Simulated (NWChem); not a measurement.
Program: NWChem. System: H2Si (+1), charge 1, spin multiplicity 2, at a geometry optimised with UPBE/def2-SVP. The structure started from a generated list of species. Its SCF solution wasn't tested for a lower state. Level: UMP2/def2-TZVP, 5 core orbitals frozen.

Output (cleaned and shortened):

```
             Northwest Computational Chemistry Package (NWChem) 7.3.0
             --------------------------------------------------------

                                NWChem Input Module
                                -------------------

 Scaling coordinates for geometry "geometry" by  1.889725989
 (inverse scale =  0.529177249)

 Turning off AUTOSYM since
 SYMMETRY directive was detected!

                             Geometry "geometry" -> ""
                             -------------------------

 Output coordinates in angstroms (scale by  1.889725989 to convert to a.u.)

  No.       Tag          Charge          X              Y              Z
 ---- ---------------- ---------- -------------- -------------- --------------
    1 Si                  14.0000     0.00000000     0.00000000     0.09473500
    2 H                    1.0000     1.31025800     0.00000000    -0.66314800
    3 H                    1.0000    -1.31025800     0.00000000    -0.66314800

 Effective nuclear repulsion energy (a.u.)       9.9907763557

            Nuclear Dipole moment (a.u.)
            ----------------------------
        X                 Y               Z
 ---------------- ---------------- ----------------
     0.0000000000     0.0000000000    -0.0000113384

      Symmetry information
      --------------------

 Group name             C2v
 Group number             16
 Group order               4
 No. of unique centers     2

      Symmetry unique atoms

     1    2


 Summary of "ao basis" -> "" (spherical)
 ------------------------------------------------------------------------------
       Tag                 Description            Shells   Functions and Types
 ---------------- ------------------------------  ------  ---------------------
 *                         def2-tzvp                  on all atoms

 Summary of "ao basis" -> "ao basis" (spherical)
 ------------------------------------------------------------------------------
       Tag                 Description            Shells   Functions and Types
 ---------------- ------------------------------  ------  ---------------------
 Si                        def2-tzvp                13       37   5s5p2d1f
 H                         def2-tzvp                 4        6   3s1p

                                 NWChem SCF Module
                                 -----------------

  ao basis        = "ao basis"
  functions       =    49
  atoms           =     3
[...]
     2   0 2 0     -6.550455     -3.905788     -2.644667      0.000000
     2   0 1 1     -0.000000     -0.000000     -0.000000      0.000000
     2   0 0 2     -8.350628     -8.087050     -3.853128      3.589550

                   NWChem MP2 Semi-direct Energy/Gradient Module
                   ---------------------------------------------

  Basis functions       =     49
  Molecular orbitals    =     49
  Frozen core           =      5
  Frozen virtuals       =      0
  Active alpha occupied =      3
  Active beta occupied  =      2
  Active alpha virtual  =     41
  Active beta virtual   =     42
  Use MO symmetry       = T
  Use skeleton AO sym   = T

  AO/Fock/Back tols     =   1.0D-09  1.0D-09  1.0D-09

 GA uses MA = F    GA memory limited = T

 Available:
  local mem=  1.26D+08
 global mem=  1.44D+08
 local disk=  0.00D+00
  mp2_memr nvloc                    41
  nvloc new                    41
   1 passes of   3:        3145728                      11045                    516467.
   1 passes of   3: M    126152897           G      144174398           F     123007169.

 Semi-direct pass number   1 of   1  for UHF alpha       at        0.3s
  vrange nnbf                  1225
  mp2_eaftype                    10  avail_ma_in_mb                  1099
 EAF : mp2_eaftype filesize          10     258233.
  mp2_eaf for mointskh                     10
Node 0 wrote      1.2 Mb in      0.0 s     Agg I/O rate:  2450.7 Mb/s
 Done moints_semi at        0.5s
  mp2_eaftype                    10  avail_ma_in_mb                  1089
 EAF : mp2_eaftype filesize          10     258233.
  mp2_eaf for kh                    10
 Done maket at        0.5s
 Done multipass loop at        0.5s

 GA uses MA = F    GA memory limited = T

 Available:
  local mem=  1.26D+08
 global mem=  1.44D+08
 local disk=  0.00D+00
  mp2_memr nvloc                    42
  nvloc new                    42
   1 passes of   2:        3145728                       9096                    354032.
   1 passes of   2: M    126152897           G      144174398           F     123007169.

 Semi-direct pass number   1 of   1  for UHF beta        at        0.5s
  vrange nnbf                  1225
  mp2_eaftype                    10  avail_ma_in_mb                  1099
 EAF : mp2_eaftype filesize          10     177016.
  mp2_eaf for mointskh                     10
Node 0 wrote      0.8 Mb in      0.0 s     Agg I/O rate:  2539.1 Mb/s
 Done moints_semi at        0.8s
  mp2_eaftype                    10  avail_ma_in_mb                  1089
 EAF : mp2_eaftype filesize          10     177016.
  mp2_eaf for kh                    10
 Done maket at        0.8s
 Done multipass loop at        0.8s

          -------------------------------------------
          SCF energy                -289.735325958711
          Correlation energy          -0.070173896571
          Singlet pairs                0.000000000000
          Triplet pairs                0.000000000000
          Total MP2 energy          -289.805499855281
          -------------------------------------------

          ---------------------------------------------------
                    Spin Component Scaled (SCS) MP2
          Same spin pairs                     -0.006125225856
          Same spin scaling factor             0.333333333333
          Opposite spin pairs                 -0.064048670714
          Opposite spin scaling fact.          1.200000000000
          SCS-MP2 correlation energy          -0.078900146809
          Total SCS-MP2 energy              -289.814226105520
          ---------------------------------------------------

 -----------------------
 Performance information
 -----------------------

 Timer overhead =  9.65D-08 seconds/call

               Nr. of calls         CPU time (s)                 Wall time (s)                GFlops
             ---------------    -------------------     ------------------------------   -------------------
Name         Min   Avg   Max    Min     Avg     Max     Min     Avg     Max   Mx/calls   Min     Max     Sum
mp2: moin     2     2     2   0.49    0.49    0.49     0.49    0.49    0.49    0.25      0.0     0.0     0.0
mp2: make     2     2     2   6.67E-3 6.67E-3 6.67E-3  6.66E-3 6.66E-3 6.66E-3 3.33E-3   0.0     0.0     0.0
mp2: tota     1     1     1   0.53    0.53    0.53     0.53    0.53    0.53    0.53      0.0     0.0     0.0

 The average no. of pstat calls per process was 5.00D+00
 with a timing overhead of 4.83D-07s

 Task  times  cpu:        0.8s     wall:        0.8s

 Total times  cpu:        0.8s     wall:        0.8s
```

Write an NWChem input that would produce this output.

Several could match; the one computed here: 
```
start mol
memory heap 200 mb stack 900 mb global 1100 mb
charge 1
geometry units angstroms nocenter noautoz
  Si     0.000000     0.000000     0.094735
  H      1.310258     0.000000    -0.663148
  H     -1.310258     0.000000    -0.663148
  symmetry group C2v
end
basis spherical
  * library def2-tzvp
end
scf
  uhf
  nopen 1
  maxiter 100
  thresh 1e-7
  semidirect memsize 60000000 filesize 0
  # guess.movecs holds the orbitals of an unrestricted PBE0 run
  vectors input guess.movecs output mol.movecs
end
mp2
  freeze core 5
end
task mp2 energy
```
